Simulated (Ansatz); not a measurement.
# Si₂H₄ (singlet): the correlation ladder, cc-pVDZ

Aim: climb from Hartree-Fock through coupled cluster and multireference methods for Si₂H₄ (singlet) at one geometry and basis, and see what each rung misses.

Method: cc-pVDZ, core rule «outside noble gas», up to 10 orbitals frozen; program: Ansatz 0.2.0, Gaussian basis.

Plan: UHF; CCSD(T) on RHF; CCSD(T) on UHF; BCCD(T) on RHF; CISD; CCSDT(Q) on RHF; CCSDT(Q) on UHF; CASSCF and MRCISD+Q, 8 electrons in 8 orbitals; CASSCF and MRCISD+Q(relaxed), 8 electrons in 8 orbitals; CASSCF and NEVPT2, 8 electrons in 8 orbitals.

20 further runs of the same task are left out: 11 that didn't finish, 9 set aside as unsound or not needed.

### Step 1. The geometry

The geometry is a PBE0/def2-TZVP stationary point (not a proven minimum).

6 atoms, charge 0, spin multiplicity 1.

Atoms are counted from 1 here; the program's logs count them from 0.

Bond lengths: Si1–Si2 2.391 Å, Si1–H3 1.489 Å, Si1–H4 1.494 Å, Si1–H5 1.494 Å, Si2–H6 1.525 Å. Angles: Si2–Si1–H3 119.1°, Si2–Si1–H4 107.3°, Si2–Si1–H5 107.3°, H3–Si1–H4 108.0°, H3–Si1–H5 108.0°, H4–Si1–H5 106.6°, Si1–Si2–H6 93.2°.

Geometry (Å):

```csv
atom,x (Å),y (Å),z (Å)
Si1,0.0000,0.0325,1.1295
Si2,0.0000,-0.0813,-1.2584
H3,0.0000,1.3666,1.7907
H4,1.1977,-0.7210,1.6091
H5,-1.1977,-0.7210,1.6091
H6,0.0000,1.4351,-1.4171
```

### Step 2. UHF

Contents of in.yaml:

```yaml
crystal:
  periodic: [false, false, false]
  atoms:
    - {symbol: Si, position_ang: [0.000000, 0.032451, 1.129510]}
    - {symbol: Si, position_ang: [0.000000, -0.081251, -1.258412]}
    - {symbol: H, position_ang: [0.000000, 1.366573, 1.790713]}
    - {symbol: H, position_ang: [1.197704, -0.720972, 1.609075]}
    - {symbol: H, position_ang: [-1.197704, -0.720972, 1.609075]}
    - {symbol: H, position_ang: [0.000000, 1.435141, -1.417119]}
basis:
  gaussian: {orbitals: cc-pVDZ}
magnetization: {spin_polarized: true, initial_magnetization: 0}
hamiltonian: {xc: hf}
output: {orbitals: {seedname: orbitals}}
```

Run with:

```console
ansatz run in.yaml --threads 1 --pin off --events-out ev --progress --plain --max-ram 2393MiB
```

The runs that follow: CCSD(T) on RHF; CCSD(T) on UHF; BCCD(T) on RHF; CISD; CCSDT(Q) on RHF; CCSDT(Q) on UHF; CASSCF and MRCISD+Q, 8 electrons in 8 orbitals; CASSCF and MRCISD+Q(relaxed), 8 electrons in 8 orbitals; CASSCF and NEVPT2, 8 electrons in 8 orbitals.

Q: Predict the results of all the runs planned. Wanted: RCCSDT(Q) below the RHF energy; RMP2 from RCCSDT(Q); UMP2 from RCCSDT(Q); RCCSD from RCCSDT(Q); RCCSD(T) from RCCSDT(Q); UCCSD(T) from RCCSDT(Q); UCCSDT(Q) from RCCSDT(Q); T1 diagnostic.

The runs gave:

| quantity | value |
| --- | --- |
| RCCSDT(Q) below the RHF energy | -6.6244 eV |
| RMP2 from RCCSDT(Q) | +1536.6 meV |
| UMP2 from RCCSDT(Q) | +1673.9 meV |
| RCCSD from RCCSDT(Q) | +208.3 meV |
| RCCSD(T) from RCCSDT(Q) | +42.7 meV |
| UCCSD(T) from RCCSDT(Q) | +52.8 meV |
| UCCSDT(Q) from RCCSDT(Q) | +0.5 meV |
| levels within 1 kcal/mol (43 meV) | RCCSD(T), BCCD(T), RCCSDT, UCCSDT, UCCSDT(Q) |
| T1 diagnostic | 0.015 |

**Reading.** RCCSD(T) lands +42.7 meV from the yardstick (0.6 % of the correlation energy). These misses are within one basis, not against nature.
